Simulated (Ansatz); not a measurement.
This script makes a ladder of basis sets of H4OSi2, SMILES [SiH]O[SiH3] with Ansatz 0.2.0 through its Python package.

`basis.py`
```python
"""Basis-set convergence for H4OSi2."""

import logging
import sys

import ansatz

logging.basicConfig(stream=sys.stdout, format="[%(levelname)s] %(message)s")
log = logging.getLogger("run")
log.setLevel(logging.INFO)

METHOD = "MP2"

mol = (
    ansatz.Crystal.molecule()
    .atom("Si", (-1.7388, -1.31, -0.0748))
    .atom("O", (-0.1836, -0.9225, 0.1152))
    .atom("Si", (0.7905, 0.3907, 0.2611))
    .atom("H", (-2.2072, -0.5792, -1.3147))
    .atom("H", (0.7703, 1.2125, -0.9703))
    .atom("H", (0.3898, 1.2165, 1.4381))
    .atom("H", (2.2402, -0.0761, 0.4996))
)

calc = mol.calculation().correlation(METHOD)

energies = {}
for basis in ["cc-pVDZ", "cc-pVTZ"]:
    summary = calc.basis(gaussian=basis).run(threads=1).report
    size = summary["n_frozen"] + summary["n_occupied"][0] + summary["n_virtual"][0]
    energies[basis] = (summary["reference_energy_ev"] / 27.211386246, summary["free_energy_ev"] / 27.211386246)
    log.info(f"{basis:14s} {size:4d} orbitals  reference {energies[basis][0]:14.6f} Ha  total {energies[basis][1]:14.6f} Ha")

# two-point extrapolation: the basis-set error of the correlation energy falls as X^-3
small, large = (energies[b][1] - energies[b][0] for b in ("cc-pVDZ", "cc-pVTZ"))
limit = (3 ** 3 * large - 2 ** 3 * small) / (3 ** 3 - 2 ** 3)
log.info(f"correlation energy: {small:.6f} and {large:.6f} Ha, extrapolated {limit:.6f} Ha")
log.info(f"share caught by the larger set: {100 * large / limit:.1f} %")
```

How far does the total energy move along this ladder of basis sets?

Against cc-pVDZ: cc-pVTZ -169.3 mHa. The last step alone is -169.28 mHa. From the first set to the last the time grows from 0.7 to 3.5 s.

The run itself:

```console
$ python basis.py
[INFO] cc-pVDZ          70 orbitals  reference    -655.065521 Ha  total    -655.430722 Ha
[INFO] cc-pVTZ         154 orbitals  reference    -655.139005 Ha  total    -655.600001 Ha
[INFO] correlation energy: -0.365201 and -0.460996 Ha, extrapolated -0.501331 Ha
[INFO] share caught by the larger set: 92.0 %
```

Caveats:
- The drop along the ladder measures the basis error, and is no property of the molecule.
- The geometry is a force-field or estimated start, not a minimum of this method, and the last set is no limit. Much of the fall in a total is atomic energy, which cancels in bond and reaction energies.
- Inner cores stay frozen, so this is valence correlation.
- For Al to Cl the sets with a tight d function, cc-pV(X+d)Z, are usual.
- An extrapolation from small basis sets is rough.
- Timing: 4.8 s on 1 thread of Intel(R) Xeon(R) Processor @ 2.30GHz, on a shared host, peak memory 0.34 GiB.
